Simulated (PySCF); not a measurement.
## Electric properties by functional and basis

Compound: C₅H₃F.
Geometry (PBE0-D3(BJ)/def2-SVP, Å), atoms numbered from 1 in this order:
```
atom  x, y, z in Å
C1     2.529   -0.401   -0.065
C2     1.332   -0.211   -0.139
C3    -0.050   -0.010   -0.190
C4    -1.154    0.256   -0.855
C5    -1.307    0.074    0.587
F6    -1.520    1.167    1.381
H7     3.589   -0.561    0.001
H8    -1.628    0.494   -1.805
H9    -1.781   -0.805    1.045
```

PySCF, dipoles from the SCF density, polarisabilities from static response with core orbitals frozen. Isolated species at its PBE0-D3(BJ)/def2-SVP geometry, gas phase.

Task: How do dipole and polarisability depend on functional and basis here?

Result: 

| level | μ (D) | α (au) | anisotropy (au) |
| --- | --- | --- | --- |
| LDA/def2-SVPD | 2.075 | 61.88 | 51.57 |
| PBE/def2-SVPD | 2.036 | 61.56 | 51.48 |
| B3LYP/def2-SVPD | 2.163 | 60.18 | 49.51 |
| PBE0/def2-SVPD | 2.148 | 59.31 | 48.86 |
| BHandHLYP/def2-SVPD | 2.275 | 58.17 | 47.18 |
| CAM-B3LYP/def2-SVPD | 2.225 | 58.89 | 47.24 |
| wB97X-D/def2-SVPD | 2.171 | 59.20 | 47.20 |
| LC-wPBE/def2-SVPD | 2.214 | 56.97 | 44.89 |
| HF/def2-SVPD | 2.358 | 56.70 | 45.05 |
| PBE0/6-31G* | 1.911 | 48.01 | 54.68 |
| PBE0/def2-SVP | 1.947 | 50.48 | 53.43 |
| PBE0/6-31+G* | 2.193 | 56.04 | 53.03 |
| PBE0/aug-cc-pVDZ | 2.093 | 60.79 | 49.38 |
| PBE0/def2-TZVP | 2.027 | 57.20 | 51.72 |
| PBE0/def2-TZVPD | 2.078 | 61.04 | 49.16 |

The anisotropy is √(½[(α1 − α2)² + (α2 − α3)² + (α3 − α1)²]). The dipole runs from 1.91 D (PBE0/6-31G*) to 2.36 D (HF/def2-SVPD). No reference polarisability is at hand; against PBE0 in the largest diffuse basis at hand (def2-TZVPD) the other PBE0 rows deviate by 6-31G* -21%, def2-SVP -17%, 6-31+G* -8%, def2-SVPD -3%, aug-cc-pVDZ 0%, def2-TZVP -6%. In one basis (def2-SVPD) the functionals order the polarisability from HF (lowest) to LDA (highest), a spread of 9%. With PBE0 the polarisability is 51.89 au without diffuse functions (mean of 6-31G*, def2-SVP and def2-TZVP) and 59.29 au with them (mean of 6-31+G*, def2-SVPD, aug-cc-pVDZ and def2-TZVPD).
